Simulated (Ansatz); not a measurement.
`N=C(F)Cl` + H₂ → `N=CF` + HCl at 600 K and 1 bar (hydrogenolysis of a C–Cl bond).

Computed with Ansatz on PBE0-D4/def2-TZVP structures; ΔE is electronic, products minus reactants. CCSD(T)/CBS is the MP2 limit (def2-TZVPP, def2-QZVPP) plus CCSD(T) − MP2 in def2-TZVPP, frozen cores. This one scheme is used for every species. Each species was taken in one conformer, which may not be the lowest.

| species | CCSD(T)/CBS energy (Eh) | H − E (kJ/mol) | S (J/(mol·K)) |
| --- | --- | --- | --- |
| `N=C(F)Cl` | -652.89802 | 97.8 | 326.1 |
| H₂ | -1.17544 | 43.9 | 150.8 |
| `N=CF` | -193.72220 | 115.2 | 286.5 |
| HCl | -460.38127 | 35.4 | 207.2 |

H − E and S are ideal-gas, rigid-rotor, harmonic terms from PBE0-D4/def2-TZVP, for one conformer and one mirror image of each species. The MP2-based limit puts H₂ 0.8 mEh under its directly extrapolated value; such offsets cancel only in part. 1 Eh = 2625.50 kJ/mol, R = 8.31446 J/(mol·K).

Q: By hand: ΔE, ΔH, ΔS and ΔG.

A: ΔE = (-193.72220) + (-460.38127) − (-652.89802) − (-1.17544) = -0.03001 Eh = -78.8 kJ/mol. Δ(H − E) = 115.2 + 35.4 − 97.8 − 43.9 = 8.9, so ΔH = -69.9 kJ/mol. ΔS = 286.5 + 207.2 − 326.1 − 150.8 = 16.8 J/(mol·K). ΔG = -69.9 − 600 × (16.8)/1000 = -80.0 kJ/mol.

Q: By hand: the equilibrium constant, and the temperature at which ΔG would vanish if ΔH and ΔS stayed fixed.

A: log₁₀ K = −ΔG/(RT ln 10) = 7.0. ΔH and −TΔS have one sign here, so there is no such temperature.

ΔH outweighs TΔS. A doubt of 5 kJ/mol in ΔE shifts log₁₀ K by 0.4 here. Other conformers and mirror images would add mixing entropy, several J/(mol·K) or more a flexible species. These are equilibria of isolated gas molecules and say nothing of rates. Largest T1 diagnostic: 0.013 (customary marks: 0.02 for closed shells, 0.045 for open ones).
